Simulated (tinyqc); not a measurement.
Inside a calculation (part 2 of 2). Method: UKS/LDA (PW92) in the sto-3g basis, for LiH, spin multiplicity 3. Computed by tinyqc, a small Python program that keeps every step (integrals from PySCF). Command: `OMP_NUM_THREADS=1 python tinyqc.py 29904 29905 out.jsonl` (the two numbers bound the seeds that draw the settings). One thread of a shared host (Intel(R) Xeon(R) Processor @ 2.60GHz), about 0.8 s of CPU time with the checks.

Geometry (angstrom):
```
atom         x         y         z
Li    0.000000  0.000000  0.000000
H     0.000000  0.000000  2.666000
```

## Iteration 2: DIIS over 2 matrices

error matrix X^T (FDS - SDF) X (alpha):
$$\begin{pmatrix}
0.000000 & 0.009473 & 0.000000 & 0.000000 & 0.000291 & -0.011194 \\
-0.009473 & 0.000000 & 0.000000 & 0.000000 & -0.014561 & 0.046227 \\
0.000000 & 0.000000 & 0.000000 & -0.000710 & 0.000000 & 0.000000 \\
0.000000 & 0.000000 & 0.000710 & 0.000000 & 0.000000 & 0.000000 \\
-0.000291 & 0.014561 & 0.000000 & 0.000000 & 0.000000 & 0.111780 \\
0.011194 & -0.046227 & 0.000000 & 0.000000 & -0.111780 & 0.000000
\end{pmatrix}$$

B (overlaps of the stored error matrices):
$$\begin{pmatrix}
7.0474536e-02 & 4.5699683e-02 \\
4.5699683e-02 & 3.0252729e-02
\end{pmatrix}$$

Minimise |sum c_i e_i|^2 with sum c_i = 1: solve [B -1; -1 0][c; lambda] = [0; -1] with B_ij = tr e_i^T e_j summed over both spins, and take F = sum c_i F_i.

DIIS coefficients: [-1.655995, 2.655995]

extrapolated F(alpha) (hartree), order 1Li 1s, 1Li 2s, 1Li 2px, 1Li 2py, 1Li 2pz, 2H 1s:
$$\begin{pmatrix}
-1.725790 & -0.506880 & 0.000000 & 0.000000 & -0.000028 & -0.012307 \\
-0.506880 & -0.216135 & 0.000000 & 0.000000 & -0.019339 & -0.080110 \\
0.000000 & 0.000000 & 0.030101 & 0.002972 & 0.000000 & 0.000000 \\
0.000000 & 0.000000 & 0.002972 & 0.000520 & 0.000000 & 0.000000 \\
-0.000028 & -0.019339 & 0.000000 & 0.000000 & 0.000571 & -0.113221 \\
-0.012307 & -0.080110 & 0.000000 & 0.000000 & -0.113221 & -0.249490
\end{pmatrix}$$

extrapolated F(beta) (hartree), order 1Li 1s, 1Li 2s, 1Li 2px, 1Li 2py, 1Li 2pz, 2H 1s:
$$\begin{pmatrix}
-1.719170 & -0.500196 & 0.000000 & 0.000000 & 0.000459 & -0.012132 \\
-0.500196 & -0.165780 & 0.000000 & 0.000000 & -0.008500 & -0.055089 \\
0.000000 & 0.000000 & 0.064736 & -0.000866 & 0.000000 & 0.000000 \\
0.000000 & 0.000000 & -0.000866 & 0.068343 & 0.000000 & 0.000000 \\
0.000459 & -0.008500 & 0.000000 & 0.000000 & 0.048677 & -0.072276 \\
-0.012132 & -0.055089 & 0.000000 & 0.000000 & -0.072276 & 0.027593
\end{pmatrix}$$

## Iteration 2: diagonalisation and new density

X, order 1Li 1s, 1Li 2s, 1Li 2px, 1Li 2py, 1Li 2pz, 2H 1s:
$$\begin{pmatrix}
1.023181 & -0.127347 & 0.000000 & 0.000000 & -0.003190 & 0.014405 \\
-0.127347 & 1.035351 & 0.000000 & 0.000000 & 0.018411 & -0.093495 \\
0.000000 & 0.000000 & 1.000000 & 0.000000 & 0.000000 & 0.000000 \\
0.000000 & 0.000000 & 0.000000 & 1.000000 & 0.000000 & 0.000000 \\
-0.003190 & 0.018411 & 0.000000 & 0.000000 & 1.026963 & -0.137665 \\
0.014405 & -0.093495 & 0.000000 & 0.000000 & -0.137665 & 1.039004
\end{pmatrix}$$

D(alpha) after iteration 1, order 1Li 1s, 1Li 2s, 1Li 2px, 1Li 2py, 1Li 2pz, 2H 1s:
$$\begin{pmatrix}
0.977639 & 0.032088 & 0.000000 & 0.000000 & -0.034990 & -0.068435 \\
0.032088 & 0.076961 & 0.000000 & 0.000000 & 0.117337 & 0.195070 \\
0.000000 & 0.000000 & 0.013561 & -0.115659 & 0.000000 & 0.000000 \\
0.000000 & 0.000000 & -0.115659 & 0.986439 & 0.000000 & 0.000000 \\
-0.034990 & 0.117337 & 0.000000 & 0.000000 & 0.186198 & 0.310444 \\
-0.068435 & 0.195070 & 0.000000 & 0.000000 & 0.310444 & 0.517701
\end{pmatrix}$$

D(beta) after iteration 1, order 1Li 1s, 1Li 2s, 1Li 2px, 1Li 2py, 1Li 2pz, 2H 1s:
$$\begin{pmatrix}
0.972443 & 0.051714 & 0.000000 & 0.000000 & 0.000870 & -0.005818 \\
0.051714 & 0.002750 & 0.000000 & 0.000000 & 0.000046 & -0.000309 \\
0.000000 & 0.000000 & 0.000000 & 0.000000 & 0.000000 & 0.000000 \\
0.000000 & 0.000000 & 0.000000 & 0.000000 & 0.000000 & 0.000000 \\
0.000870 & 0.000046 & 0.000000 & 0.000000 & 0.000001 & -0.000005 \\
-0.005818 & -0.000309 & 0.000000 & 0.000000 & -0.000005 & 0.000035
\end{pmatrix}$$

overlap S, order 1Li 1s, 1Li 2s, 1Li 2px, 1Li 2py, 1Li 2pz, 2H 1s:
$$\begin{pmatrix}
1.000000 & 0.241137 & 0.000000 & 0.000000 & 0.000000 & 0.005210 \\
0.241137 & 1.000000 & 0.000000 & 0.000000 & 0.000000 & 0.169918 \\
0.000000 & 0.000000 & 1.000000 & 0.000000 & 0.000000 & 0.000000 \\
0.000000 & 0.000000 & 0.000000 & 1.000000 & 0.000000 & 0.000000 \\
0.000000 & 0.000000 & 0.000000 & 0.000000 & 1.000000 & 0.258416 \\
0.005210 & 0.169918 & 0.000000 & 0.000000 & 0.258416 & 1.000000
\end{pmatrix}$$

A level shift of 1 hartree raises the virtual space: F + shift (S - S D(s) S), with D(s) the density of one spin. Diagonalise F' = X^T F X, C = X C', fill 3 alpha and 1 beta electrons from the bottom; D(s) = C_occ C_occ^T. Each column has its largest component positive (the first on a tie).

F' = X^T F X (alpha) (hartree):
$$\begin{pmatrix}
-1.650512 & -0.447587 & 0.000000 & 0.000000 & 0.024617 & 0.062304 \\
-0.447587 & 0.754976 & 0.000000 & 0.000000 & -0.168884 & -0.301993 \\
0.000000 & 0.000000 & 1.016541 & 0.118631 & 0.000000 & 0.000000 \\
0.000000 & 0.000000 & 0.118631 & 0.014081 & 0.000000 & 0.000000 \\
0.024617 & -0.168884 & 0.000000 & 0.000000 & 0.756798 & -0.499213 \\
0.062304 & -0.301993 & 0.000000 & 0.000000 & -0.499213 & 0.151555
\end{pmatrix}$$

orbital energies (alpha) (hartree): MO1 -1.731133, MO2 -0.244499, MO3 0.000233, MO4 0.950396, MO5 1.030388, MO6 1.038053

coefficients C (alpha), order 1Li 1s, 1Li 2s, 1Li 2px, 1Li 2py, 1Li 2pz, 2H 1s:
$$\begin{pmatrix}
0.984468 & -0.082108 & 0.000000 & -0.294877 & 0.000000 & -0.021504 \\
0.058132 & 0.254231 & 0.000000 & 1.010428 & 0.000000 & 0.090951 \\
0.000000 & 0.000000 & -0.115940 & 0.000000 & 0.993256 & 0.000000 \\
0.000000 & 0.000000 & 0.993256 & 0.000000 & 0.115940 & 0.000000 \\
0.002183 & 0.370268 & 0.000000 & -0.128917 & 0.000000 & 0.959286 \\
-0.006519 & 0.767506 & 0.000000 & -0.331473 & 0.000000 & -0.639099
\end{pmatrix}$$

F' = X^T F X (beta) (hartree):
$$\begin{pmatrix}
-1.642870 & -0.461381 & 0.000000 & 0.000000 & -0.002940 & 0.020326 \\
-0.461381 & 0.907466 & 0.000000 & 0.000000 & 0.005938 & -0.055555 \\
0.000000 & 0.000000 & 1.064736 & -0.000866 & 0.000000 & 0.000000 \\
0.000000 & 0.000000 & -0.000866 & 1.068343 & 0.000000 & 0.000000 \\
-0.002940 & 0.005938 & 0.000000 & 0.000000 & 1.072225 & -0.090089 \\
0.020326 & -0.055555 & 0.000000 & 0.000000 & -0.090089 & 1.061032
\end{pmatrix}$$

orbital energies (beta) (hartree): MO1 -1.723811, MO2 0.939712, MO3 1.013550, MO4 1.064539, MO5 1.068540, MO6 1.168404

coefficients C (beta), order 1Li 1s, 1Li 2s, 1Li 2px, 1Li 2py, 1Li 2pz, 2H 1s:
$$\begin{pmatrix}
0.985772 & -0.197759 & -0.210438 & 0.000000 & 0.000000 & 0.090520 \\
0.053658 & 0.665108 & 0.733550 & 0.000000 & 0.000000 & -0.337500 \\
0.000000 & 0.000000 & 0.000000 & 0.975052 & -0.221977 & 0.000000 \\
0.000000 & 0.000000 & 0.000000 & 0.221977 & 0.975052 & 0.000000 \\
0.001114 & 0.324298 & -0.587570 & 0.000000 & 0.000000 & -0.789648 \\
-0.005900 & 0.521932 & -0.355934 & 0.000000 & 0.000000 & 0.841602
\end{pmatrix}$$

D(alpha) after iteration 2, order 1Li 1s, 1Li 2s, 1Li 2px, 1Li 2py, 1Li 2pz, 2H 1s:
$$\begin{pmatrix}
0.975918 & 0.036354 & 0.000000 & 0.000000 & -0.028253 & -0.069436 \\
0.036354 & 0.068013 & 0.000000 & 0.000000 & 0.094260 & 0.194745 \\
0.000000 & 0.000000 & 0.013442 & -0.115158 & 0.000000 & 0.000000 \\
0.000000 & 0.000000 & -0.115158 & 0.986558 & 0.000000 & 0.000000 \\
-0.028253 & 0.094260 & 0.000000 & 0.000000 & 0.137103 & 0.284168 \\
-0.069436 & 0.194745 & 0.000000 & 0.000000 & 0.284168 & 0.589109
\end{pmatrix}$$

D(beta) after iteration 2, order 1Li 1s, 1Li 2s, 1Li 2px, 1Li 2py, 1Li 2pz, 2H 1s:
$$\begin{pmatrix}
0.971747 & 0.052895 & 0.000000 & 0.000000 & 0.001098 & -0.005817 \\
0.052895 & 0.002879 & 0.000000 & 0.000000 & 0.000060 & -0.000317 \\
0.000000 & 0.000000 & 0.000000 & 0.000000 & 0.000000 & 0.000000 \\
0.000000 & 0.000000 & 0.000000 & 0.000000 & 0.000000 & 0.000000 \\
0.001098 & 0.000060 & 0.000000 & 0.000000 & 0.000001 & -0.000007 \\
-0.005817 & -0.000317 & 0.000000 & 0.000000 & -0.000007 & 0.000035
\end{pmatrix}$$

## Convergence

Stop when the energy changes by less than 1e-09 hartree and every element of the error matrix X^T (F D S - S D F) X (for each spin) is below 9e-06.

Course of the cycle:
```
iteration  E (hartree)     change  largest element of the error matrix
1          -7.53617031          -                             1.66e-01
2          -7.58210897  -4.59e-02                             1.12e-01
3          -7.59657265  -1.45e-02                             8.40e-02
4          -7.60466000  -8.09e-03                             6.34e-02
5          -7.60951827  -4.86e-03                             4.74e-02
6          -7.61229606  -2.78e-03                             3.54e-02
7          -7.61387194  -1.58e-03                             2.65e-02
8          -7.61478682  -9.15e-04                             1.99e-02
9          -7.61531574  -5.29e-04                             1.49e-02
10         -7.61561674  -3.01e-04                             1.12e-02
11         -7.61579053  -1.74e-04                             8.38e-03
12         -7.61589022  -9.97e-05                             6.31e-03
13         -7.61594817  -5.79e-05                             4.75e-03
14         -7.61598181  -3.36e-05                             3.58e-03
...                ...        ...                                  ...
47         -7.61603887   1.79e-06                             4.78e-04
48         -7.61603917  -3.09e-07                             4.78e-04
49         -7.61603938  -2.02e-07                             4.78e-04
50         -7.61603985  -4.77e-07                             4.79e-04
51         -7.61604032  -4.67e-07                             4.79e-04
52         -7.61604078  -4.59e-07                             4.79e-04
53         -7.61604118  -4.01e-07                             4.79e-04
54         -7.61604144  -2.57e-07                             4.79e-04
55         -7.61604196  -5.19e-07                             4.79e-04
56         -7.61604235  -3.97e-07                             4.80e-04
57         -7.61604276  -4.03e-07                             4.80e-04
58         -7.61604654  -3.79e-06                             4.79e-04
59         -7.61604721  -6.64e-07                             4.79e-04
60         -7.61604633   8.76e-07                             4.79e-04
```

PySCF UKS in the same basis, fine grid, after a stability check = -7.66386933 hartree

Not converged within the cap of 60 iterations: the residual has stopped falling. Reruns (cap 100 unless said): DIIS 8: converged in 6; damping 0.5: not converged; level shift 0.5: not converged; atomic densities as start, DIIS 8: converged in 7; the original settings with a cap of 400: converged in 181.
